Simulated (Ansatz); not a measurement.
Results of r²SCAN in Ansatz (plane waves, PAW) for bcc Ba.

Numerical settings: plane-wave cutoff 600 eV, 12×12×12 k mesh, Fermi–Dirac smearing 0.1 eV, finite displacements, scalar-relativistic PAW data made under PBE.

Computed at the level's own relaxed cell.

```
CELL_PARAMETERS angstrom
     -2.53464     2.53464     2.53464
      2.53464    -2.53464     2.53464
      2.53464     2.53464    -2.53464
ATOMIC_POSITIONS crystal
  Ba 0.00000 0.00000 0.00000
```

Harmonic phonon frequencies (cm⁻¹; i marks an imaginary mode):

```json
[
 {"q point": "H", "frequencies": "73 73 73"},
 {"q point": "N", "frequencies": "[?]"}
]
```

**Question.** What belongs in the gaps?

**Answer.** 
- N, frequencies: 28 48 73

No imaginary mode appears at these points.

Ansatz is a program for electronic structure.
